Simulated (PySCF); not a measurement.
Bonds (- single, = double, # triple, : aromatic): B1-Cl2 1.739 Å, B1-Cl3 1.739 Å. B1 carries H4.

Geometry: PBE0-D3(BJ)/def2-SVP; GIAO shifts from PySCF 2.14, gas phase, non-relativistic, averaged over equivalent atoms.

At PBE0/pcSseg-1 (70 basis functions, 2.5 s wall time on 1 thread of an Arm Neoverse V1, shared host):
```csv
atoms,δ (ppm)
B1,60.9
Cl2/Cl3,312.4
H4,6.44
```

Scale: ¹¹B (σref 100.73) vs BF3·OEt2; HCl for ³⁵Cl (σref 943.27); TMS for ¹H (σref 31.27) (reference shieldings calculated alike).

Predict the values at B3LYP/pcSseg-1 on the same geometry.

Results:


```
  atoms  δ at B3LYP/pcSseg-1  change
     B1                 62.5    +1.6
Cl2/Cl3                311.8    -0.6
     H4                 6.33   -0.11
```

δ = σ(ref) − σ, references computed at the same level: ¹¹B (σ = 97.83 ppm) against BF3·OEt2; ³⁵Cl (σ = 930.46 ppm) against HCl; TMS for ¹H (σ = 31.38 ppm).

The largest change is at B1 (boron bonded to 2 Cl, H). Cost: 70 basis functions, 1.6 s wall time on 1 thread of an Arm Neoverse V1, shared host.
